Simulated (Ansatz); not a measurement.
**How far each method lies from full CI for [H···H···SiH2], singlet**

Geometry: a point of a hydrogen-transfer path between rigid fragments, not a stationary point.

```xyz
5

H    -2.4258    0.0549    0.0000
H    -1.4918    0.0549    0.0000
Si    0.0902    0.0549    0.0000
H     0.7024   -0.8194    1.0900
H     0.7024   -0.8194   -1.0900
```

Basis 6-31G; Ansatz 0.2.0. Only valence electrons are correlated (noble-gas cores frozen), which leaves 8 electrons in 16 orbitals. R marks a restricted (for open shells ROHF) determinant, U an unrestricted one. Active spaces: valence = (8e, 8o) chosen from the atoms' valence shells; pair = (2e, 2o) about the gap.

Full CI is exact within this basis and frozen core; it isn't the basis-set limit. The frozen core follows each run's orbitals, which can shift R against U totals by a few meV.

Unrestricted rows (U) aren't spin-pure: their determinants' ⟨S²⟩ exceeds S(S+1) by up to 0.68, so they mix in states of higher spin.

* UHF ⟨S²⟩: 0.677
* T1 diagnostic (RCCSD): 0.0208
* largest doubles amplitude (RCCSD): 0.200

```
   level  E − E(RHF) (eV)
     UHF          -0.3544
    RMP2          -1.9347
    UMP2          -1.9122
   RCCSD          -2.8073
   UCCSD          -2.7588
RCCSD(T)          -2.8539
UCCSD(T)          -2.8234
```

(1) Estimate how far full CI in 6-31G lies from RCCSD(T). The table doesn't fix it; the size of (T) and the diagnostics are the guide.

(1) Full CI in 6-31G lies 0.47 kcal/mol below RCCSD(T), which is 44 % of the (T) step (-1.07 kcal/mol). T1 is raised, a doubles amplitude is large, RHF is unstable towards spin polarisation, and the rest is a large part of (T).

The other levels:

```
                     level  E − E(full CI) (kcal/mol)  share of correlation (%)  wall time
                      CISD                       5.42                     91.82     0.36 s
                   BCCD(T)                       0.48                     99.27      0.3 s
                    RCCSDT                       0.08                     99.87          –
                    UCCSDT                       0.14                     99.80          –
                    CISDTQ                       0.16                     99.76     0.78 s
                 RCCSDT(Q)                       0.02                     99.97     0.66 s
                 UCCSDT(Q)                       0.03                     99.96      3.1 s
                   RCCSDTQ                       0.00                    100.00      3.2 s
                   UCCSDTQ                       0.01                     99.99       26 s
       CASSCF (pair space)                      50.09                     24.42          –
       NEVPT2 (pair space)                      13.76                     79.23     0.18 s
       MRCISD (pair space)                       2.55                     96.15          –
     MRCISD+Q (pair space)                      -0.27                    100.40     0.34 s
    CASSCF (valence space)                      16.32                     75.38          –
    NEVPT2 (valence space)                       4.60                     93.06      2.3 s
NEVPT4(SD) (valence space)                       0.91                     98.63        3 s
    MRCISD (valence space)                       0.59                     99.11          –
  MRCISD+Q (valence space)                       0.32                     99.52        3 s
```

The correlation energy at full CI, counted from RHF, is -2.874 eV. That run took 5.5 s on 1 thread of Arm Neoverse V1, shared host over 1,656,848 determinants.

Times hold each run's SCF and search for its determinant on a shared host, so for small cases they say little of a method's own cost; they ran on 1 thread of Arm Neoverse V1.

Not variational, and here over 5 meV under the exact energy: MRCISD+Q (pair space).

The full-CI state has the irrep A' of Cs, in the program's axes.

Natural occupations of full CI about the gap: 1.977 1.966 1.960 1.835 0.151 0.039 0.028 0.019 0.007 0.005; effectively unpaired electrons, Σ n²(2−n)², 0.19.
